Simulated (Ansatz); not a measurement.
Barrier height from H + H2S (SMILES S) to the transition structure H3S, without zero-point energy, on the benchmark's geometries as Psi4's copy of the set gives them.
Transition structure (charge 0, multiplicity 2):
```
atom    x (Å)    y (Å)   z (Å)
----  -------  -------  ------
H      1.2621  -0.2201  0.0000
S      0.0000   0.2232  0.0000
H     -0.5006  -1.1154  0.0000
H     -0.7615  -2.2349  0.0000
```

Open shells are unrestricted; no spin–orbit coupling.

Frozen-core correlation.

Codes used: Ansatz (Gaussian basis) for Hartree–Fock, density functionals and correlated methods. Values without a source in brackets are computed.

Q: One of these levels gives -2.22 kcal/mol for the barrier height. Which?
(A) BLYP/def2-TZVPPD
(B) SCS-MP2/aug-cc-pV(D+d)Z
(C) wB97M-V/def2-TZVPPD
(D) SVWN5/def2-TZVPPD

A: A, BLYP/def2-TZVPPD. The others give -6.87 (SVWN5/def2-TZVPPD), 4.02 (wB97M-V/def2-TZVPPD), 7.00 (SCS-MP2/aug-cc-pV(D+d)Z)

Ansatz is a first-principles code.
